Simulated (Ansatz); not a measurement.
Ideal-gas functions of CHF$_{2}$O (`[O]C(F)F`) radical at 600 K and 1 bar, from an Ansatz frequency run at PBE0-D4/def2-TZVP.

Molar mass 67.01 g/mol, point group Cs (symmetry number 1), electronic degeneracy 2, moments of inertia 46.901, 47.987, 87.708 u Å². Harmonic wavenumbers (cm⁻¹, unscaled): 487, 509, 621, 957, 1119, 1168, 1258, 1335, 2893.

Use S(trans) = R[1.5 ln M + 2.5 ln T − 1.1517]; rotational temperatures θ = 24.2544 K / I; S(rot) = R[ln(√π/σ · √(T³/θAθBθC)) + 1.5]; for each mode x = 1.438777 ν̃/T, S = R[x/(eˣ − 1) − ln(1 − e⁻ˣ)] and H = RT x/(eˣ − 1); 1 cm⁻¹ = 0.0119627 kJ/mol; R = 8.31446 J/(mol·K).

Q: By hand: the entropy, in J/(mol·K).

A: Translation 175.8. Rotation: θ = 0.5171, 0.5054, 0.2765 K, giving 107.9. Vibration, mode by mode: 7.48, 7.15, 5.73, 3.02, 2.22, 2.03, 1.71, 1.48, 0.06, in all 30.9. Electronic 5.8. Sum 320.4 J/(mol·K).

Q: By hand: H − E and G − E in kJ/mol, counted from the electronic energy.

A: Zero-point energy ½ × 10347 × 0.0119627 = 61.9; thermal vibration 12.0; translation, rotation and pV give 4 RT = 20.0. H − E = 93.9 kJ/mol, and G − E = 93.9 − 600 × 320.4/1000 = -98.3 kJ/mol.

Vibration gives 10 % of the entropy.
